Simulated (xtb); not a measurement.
CH3S, SMILES C[S] (connectivity only; charge and spin as stated), charge -1, multiplicity 1. All values are semi-empirical tight-binding results from xtb (GFN2-xTB unless named), good for trends rather than for accurate numbers. Coordinates come from a GFN2-xTB optimisation. The multiplicity is an assumed one; other spin states were not compared. The isomer is the one that the SMILES or the coordinates give; other isomers of the formula were not compared.

Computed properties:
- point group as xtb finds it: C3v
- orbital gap: 4.31 eV
- zero-point energy: 22.2 kcal/mol
- G − E(el) at 298.15 K (modified RRHO): 8.0 kcal/mol
- static polarisability (D4 model): 38.6 bohr³
- solvation energy, GFN2-xTB/ALPB(water): -61.8 kcal/mol
- solvation energy, GFN2-xTB/ALPB(benzene): -51.3 kcal/mol
